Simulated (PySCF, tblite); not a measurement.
Isomers of C6H11 (doublet state). Level: GFN2-xTB in tblite, geometry and Hessian alike; calculated harmonic values, unscaled, isolated species. Errors from tens to a few hundred cm⁻¹ against measured bands are possible. One conformer each. Open shells enter through the occupations alone, without spin polarisation, and single modes of such species can be off by tens of per cent.

Electronic energies: B3LYP/pcH-1 single points on the GFN2-xTB geometries (PySCF, gas phase).

```
         SMILES  electronic energy, lowest = 0 (kcal/mol)
[CH2]/C=C\C(C)C                                       2.3
    C=C[C](C)CC                                       0.0
  C=[C]C(C)(C)C                                      25.5
```

Question: How do GFN2-xTB zero-point energies change the relative energies?

Answer: 
```
         SMILES  ZPE (kcal/mol)  of it from modes above 1550 cm⁻¹  electronic (kcal/mol)  with ZPE, lowest = 0 (kcal/mol)  lowest mode (cm⁻¹)  rings
    C=C[C](C)CC            93.5                              47.7                    0.0                              0.0                  54      0
[CH2]/C=C\C(C)C            93.6                              47.9                    2.3                              2.4                 17i      0
  C=[C]C(C)(C)C            92.7                              50.0                   25.5                             24.7                  39      0
```

The zero-point energies span 0.9 kcal/mol, from `C=[C]C(C)(C)C` to `[CH2]/C=C\C(C)C`. Slightly imaginary modes are left out of the zero-point energy: `[CH2]/C=C\C(C)C` 16.6i cm⁻¹. The order is unchanged.

Question: And how do the electronic energies of GFN2-xTB itself compare?

Answer: `C=C[C](C)CC` 0.0; `[CH2]/C=C\C(C)C` 3.8; `C=[C]C(C)(C)C` 24.7 kcal/mol, lowest = 0. Against the energies above, taken from the same isomer `C=C[C](C)CC`, the largest difference is 1.5 kcal/mol.
